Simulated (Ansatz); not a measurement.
# C₄H₅Cl: one species, many methods

An exercise on one series of results from a longer session: the logs are not shown, and one member is left open.

Program: Ansatz 0.2.0, Gaussian basis. Level of theory: functionals in def2-TZVPP, the program's frozen cores in correlated methods. These are calculated values, not measurements.

Levels to be run: PBE-D4, r2SCAN-D4, PBE0-D4, B3LYP-D4, ωB97X-V, ωB97M-V, B2PLYP; CCSD(T)/def2-TZVPP; MP2/def2-QZVPP; extrapolation to the limit.

**The relaxed structure**

All runs share one geometry, relaxed beforehand with PBE0-D4 in a triple-zeta def2 set.

SMILES `CC1=C(Cl)C1`, 10 atoms, charge 0, spin multiplicity 1.

Atoms are counted from 1 here; the program's logs count them from 0.

Bond lengths: C1–C2 1.465 Å, C1–H6 1.094 Å, C1–H7 1.094 Å, C1–H8 1.091 Å, C2–C3 1.287 Å, C2–C5 1.522 Å, C3–Cl4 1.683 Å, C3–C5 1.478 Å, C5–H9 1.092 Å, C5–H10 1.092 Å. Angles: C2–C1–H6 110.5°, C2–C1–H7 110.6°, C2–C1–H8 111.2°, H6–C1–H7 107.0°, H6–C1–H8 108.7°, H7–C1–H8 108.7°, C1–C2–C3 153.7°, C1–C2–C5 143.4°, C3–C2–C5 62.9°, C2–C3–Cl4 149.1°, C2–C3–C5 66.4°, Cl4–C3–C5 144.5°, C2–C5–C3 50.7°, C2–C5–H9 119.4°, C2–C5–H10 119.4°, C3–C5–H9 119.8°, C3–C5–H10 119.8°, H9–C5–H10 113.7°.

Set-up of the first run:

Contents of in.yaml:

```yaml
crystal:
  periodic: [false, false, false]
  atoms:
    - {symbol: C, position_ang: [-1.156720, -0.850441, 0.460253]}
    - {symbol: C, position_ang: [-0.085319, -0.019228, -0.093073]}
    - {symbol: C, position_ang: [0.472854, 0.676800, -1.019939]}
    - {symbol: Cl, position_ang: [0.431720, 1.297995, -2.583896]}
    - {symbol: C, position_ang: [1.264244, 0.608467, 0.226836]}
    - {symbol: H, position_ang: [-1.582169, -0.383945, 1.353676]}
    - {symbol: H, position_ang: [-0.767529, -1.826834, 0.763540]}
    - {symbol: H, position_ang: [-1.954530, -1.002848, -0.268217]}
    - {symbol: H, position_ang: [1.308108, 1.474596, 0.890980]}
    - {symbol: H, position_ang: [2.152340, -0.025862, 0.272841]}
basis:
  gaussian: {orbitals: def2-TZVPP}
hamiltonian: {xc: pbe, dispersion: d4}
output: {forces: true, orbitals: {seedname: orbitals}}
```

The run is started by

```bash
ansatz run in.yaml --threads 4 --pin off --events-out ev --progress --plain --max-ram 10444MiB
```

Steps of the session up to this table: PBE-D4 (GGA); r2SCAN-D4 (meta-GGA); PBE0-D4 (hybrid); B3LYP-D4 (hybrid); ωB97X-V (range-separated); ωB97M-V (range-separated); B2PLYP (double hybrid); CCSD(T) in def2-TZVPP; MP2 in def2-QZVPP.

One of the session's tables, all rows but one given; the rest of the session is left out.

| method | atomisation energy (eV) |
| --- | --- |
| PBE-D4 | 43.254 |
| r2SCAN-D4 | 41.978 |
| PBE0-D4 | 42.392 |
| B3LYP-D4 | 41.649 |
| ωB97X-V | 41.730 |
| ωB97M-V | 41.814 |
| B2PLYP | 41.276 |
| HF/def2-TZVPP | 30.169 |
| MP2/def2-TZVPP | 41.569 |
| CCSD/def2-TZVPP | 39.757 |
| CCSD(T)/def2-TZVPP | ? |
| MP2/CBS | 42.583 |
| CCSD(T)/CBS | 41.533 |

Q: Estimate the row for CCSD(T)/def2-TZVPP from the others.

The run gave: atomisation energy (eV): 40.519. In the column «atomisation energy (eV)» it lies between CCSD/def2-TZVPP (39.757) and B2PLYP (41.276).
